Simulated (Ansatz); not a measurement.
Isomers

Structures of Si$_{2}$H$_{3}$O, doublet, relaxed at PBE0-D4/def2-TZVP (vibrations not checked; lower isomers may exist, and structures with a doubtful reference or unclear bonds are left out). Computed with Ansatz 0.2.0 (basis: def2-TZVPP); correlated methods freeze the cores; orbitals are unrestricted. B3LYP uses VWN-RPA correlation.

(1) Rank them by CCSD(T) energy, lowest first, and give each one's height above the lowest. Links in brackets join atoms within 1.22 times the sum of their covalent radii (1.1 for two metals). (Judge from chemistry; the value comes from the calculation.)
A.
Si₂H₃O ([OH]1[SiH][SiH]1)
```
6
angstrom
O -1.0926 -0.3626 0.7060
Si 0.3024 -1.4127 0.1210
Si 0.2214 0.9079 0.0168
H -0.4172 -2.0337 -1.0586
H -1.8888 -0.4024 0.1675
H 0.7560 1.1471 1.4146
```
B.
Si₂H₃O ([O]1[SiH][SiH2]1)
```
6
angstrom
O -1.0379 -0.2672 0.4088
Si 0.1290 -1.4535 0.0407
Si 0.2938 0.7512 0.2056
H -0.2888 -2.1753 -1.2123
H 0.1282 1.7389 -0.8877
H 0.7756 1.4058 1.4450
```
C.
Si₂H₃O ([OH][SiH][SiH])
```
6
angstrom
O -1.3560 -0.0264 -1.0722
Si 0.0805 0.1222 -0.2951
Si 0.5162 -0.4715 1.8406
H -2.0780 -0.4037 -0.5626
H 0.9370 0.7232 -1.3560
H 1.9003 0.0562 1.4455
```
D.
Si₂H₃O ([O][SiH][SiH2])
```
6
angstrom
O -0.5341 -1.9807 1.1887
Si -0.3635 -1.0948 -0.0389
Si 0.2027 1.1050 0.0809
H -0.6363 -1.5406 -1.4350
H 0.6245 1.8293 -1.1418
H 0.7067 1.6819 1.3461
```

(2) Do PBE-D4, r2SCAN-D4, PBE0-D4, B3LYP-D4, wB97M-V, HF, MP2 give the same order? (Judge from chemistry; the calculation decides.)

T1 diagnostic: at most 0.029. ⟨S²⟩ of the unrestricted Hartree–Fock references: 0.77 to 0.89 (a pure state has 0.75). The unrestricted reference is spin-contaminated, which hurts MP2 most.

For scale, one of the runs: CCSD(T)/def2-TZVPP, 157 basis functions, launched by `ansatz run in.yaml --threads 2 --pin off --events-out ev --progress --plain --max-ram 4352MiB`. The run took 62 s on 2 CPU threads of an Arm Neoverse V2 (shared host), with 2.4 GiB of host memory at its peak.

Results:

(1) The calculation gives: B (0.000 eV), C (0.399 eV), D (0.651 eV), A (1.134 eV). Heights count from the lowest.

(2) The calculation gives: All do.
